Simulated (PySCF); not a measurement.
# Stretching NO

Set-up: basis N def2-TZVPP, O def2-TZVPP; no relativity; PySCF 2.14. Energies in eV from N + O in their ground configurations at the same level. State: ²Π (doublet), unpaired electrons π ↑.

```
R (Å)    PBE0  UHF-CCSD(T)
0.982  -4.550             
1.028  -5.707       -5.102
1.073  -6.352       -5.816
1.108  -6.581       -6.099
1.142  -6.644       -6.214
1.176  -6.575       -6.188
1.222  -6.329       -5.998
1.279  -5.846       -5.600
1.348  -5.110       -4.976
1.439  -4.060
```

**Question.** Put a parabola through the three lowest points of the PBE0 curve and estimate Re, k and ωe (reduced mass 7.466 u; 1 eV/Å² = 0.16022 mdyn/Å; ωe = 1302.8·√(k/μ) cm⁻¹).

**Answer.** Through R = 1.108, 1.142, 1.176 Å the second-order coefficient is 57.1 eV/Å², so Re ≈ 1.141 Å, k ≈ 18.3 mdyn/Å and ωe ≈ 2039 cm⁻¹. A polynomial fit of higher order to the unrounded PBE0 energies gives Re = 1.140 Å, k = 18.1 mdyn/Å, ωe = 2031 cm⁻¹; anharmonicity and rounding make the difference.

The higher-order fit for each curve: PBE0: Re = 1.140 Å, ωe = 2031 cm⁻¹, De = 6.64 eV. UHF-CCSD(T) gave no clean fit.

Correlated steps freeze 2 core orbitals. ⟨S²⟩ of the unrestricted solution departs from its pure value on part of the curve, where spin states mix. The state was picked by a PBE0 search and need not be the measured ground state.
